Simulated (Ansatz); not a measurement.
Cs2AgBiBr6 (Fm-3m, No. 225)

Level of theory: PBE0 (plane waves, PAW; Ansatz, an electronic-structure program).

Run with plane-wave cutoff 460 eV, 4×4×4 k mesh, Fermi–Dirac smearing 0.01 eV, no spin polarisation, scalar-relativistic PAW data made under PBE.

Cell (measured lattice):

```
AgBiCs2Br6
1.0
    0.00000     5.61610     5.61610
    5.61610     0.00000     5.61610
    5.61610     5.61610     0.00000
Bi Ag Cs Br
1 1 2 6
Direct
  0.00000   0.00000   0.00000
  0.50000   0.50000   0.50000
  0.25000   0.25000   0.25000
  0.75000   0.75000   0.75000
  0.25055   0.74945   0.25055
  0.25055   0.74945   0.74945
  0.74945   0.25055   0.74945
  0.74945   0.25055   0.25055
  0.25055   0.25055   0.74945
  0.74945   0.74945   0.25055
```

```json
{
  "band_gap": "2.76 eV (on the SCF k mesh)",
  "smallest_direct_gap_on_the_k_points_sampled": "4.02 eV",
  "direct gap at Γ": "4.72 eV"
}
```

Note: cell and atoms aren't relaxed at this level (largest force component 0.10 eV/Å, pressure 1.3 GPa).

Spin–orbit coupling is not included; with these elements it can move the gap by several tenths of an eV or more.

Static lattice: no zero-point or thermal effects.
